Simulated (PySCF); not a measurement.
BN⁺: one state, many levels of theory

State: ⁴Σ⁻ (quartet), unpaired electrons σ ↑, π ↑↑. Set-up: PySCF, no relativity, basis sets B def2-TZVPPD, N def2-TZVPPD. De refers to B⁺ + N in their high-spin ground configurations, without counterpoise correction. The functionals are run spin-unrestricted. A positive dipole points towards N; it is taken about the centre of mass and depends on that origin.

| Level | Re (Å) | ωe (cm⁻¹) | De (eV) | μ (D) |
| --- | --- | --- | --- | --- |
| UHF | 1.412 | 1220 | 0.84 | -3.43 |
| UHF-MP2 | 1.432 | 1205 | 1.50 | n/a |
| UHF-SCS-MP2 | 1.439 | 1150 | 1.34 | n/a |
| UHF-CCSD | 1.452 | 1045 | 1.08 | n/a |
| UHF-CCSD(T) | 1.463 | 1018 | 1.23 | n/a |
| PBE | 1.455 | 1109 | 2.55 | -2.61 |
| revPBE | 1.462 | 1088 | 2.36 | -2.63 |
| TPSS | 1.452 | 1132 | 2.44 | -2.66 |
| r²SCAN | 1.444 | 1124 | 2.36 | -2.82 |
| PBE0 | 1.435 | 1167 | 2.22 | -2.84 |
| B97-3 | 1.440 | 1148 | 2.07 | -2.75 |
| M06 | 1.440 | 1176 | 1.96 | -2.73 |
| M06-2X | 1.430 | 1192 | 1.89 | -2.82 |
| LC-ωPBE | 1.423 | 1236 | 2.19 | -2.92 |

The bond length runs from 1.412 Å (UHF) to 1.463 Å (UHF-CCSD(T)). De spans 0.84 eV (UHF, mean field) to 2.55 eV (PBE, GGA). Correlation at CCSD(T) changes the Hartree–Fock bond energy by +0.39 eV; the triples alone change it by +0.15 eV.

Correlated steps freeze 2 core orbitals. For an ion De counts to the pair picked by the measured ionisation energies or electron affinities, which need not be the lowest pair at this level. The state was picked by a PBE0 search and need not be the measured ground state.

The whole job (state search and all levels along the bond) took about 2.8 min on 1 thread of Intel Xeon 6975P-C (shared host), peak memory 1.9 GiB.
